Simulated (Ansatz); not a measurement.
Mulliken charges of `C#[C][Na]` from ωB97M-V/def2-TZVPP in Ansatz (PBE0-D4/def2-TZVP geometry).

```csv
atom,x (Å),y (Å),z (Å),charge (e)
C1,-0.069,0.870,-0.131,-0.533
C2,0.044,-0.335,0.040,-0.479
Na3,0.247,-2.517,0.352,0.850
H4,-0.167,1.922,-0.281,0.162
```

Q: By hand: the dipole of these point charges (1 e Å = 4.8032 D).

A: Σ q r = (0.199, -2.131, 0.304) e Å, of length 2.162 e Å = 10.38 D.

Q: How does the dipole of the full density compare? (Best estimate.)

A: The calculation gave: (0.146, -1.562, 0.223) e Å, 7.61 D; the point charges give 1.36 times that, at 0° from its direction.

Point charges leave out the atoms' own dipoles, such as those of lone pairs, and Mulliken's split depends on the basis, so the two needn't agree.
